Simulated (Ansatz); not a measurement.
## Telling isomers of H2OPSi apart by their spectra

These gas-phase data were calculated for one isomer of H2OPSi at B3LYP-D3(BJ)/6-311G** (harmonic, unscaled wavenumbers; equilibrium rotational constants with average atomic masses):

* rotational constants: 32.35, 3.743, 3.355 GHz
* all wavenumbers above 1500 cm⁻¹: 3871, 2271

Candidates:

(1) `O[SiH]=[P]`, a doublet
(2) `O=[Si]P`, a doublet

Problem. Which structure fits?

Solution. Candidate (1). The band at 3871 cm⁻¹ lies where the O–H stretch is expected; (2) has no mode between 3300 and 4000 cm⁻¹.

The same quantities for all candidates:

```tsv
	rotational constants (GHz)	wavenumbers above 1500 cm⁻¹	E above the lowest, B3LYP-D3(BJ)/6-311G** (kcal/mol)
(1)	32.35, 3.743, 3.355	3871, 2271	0.0
(2)	27.53, 3.46, 3.143	2394, 2383	6.3
```

Harmonic stretches to hydrogen usually lie a few per cent above observed fundamentals. Each candidate is one conformer. Open shells are spin-unrestricted. Programs: Ansatz 0.2.0.
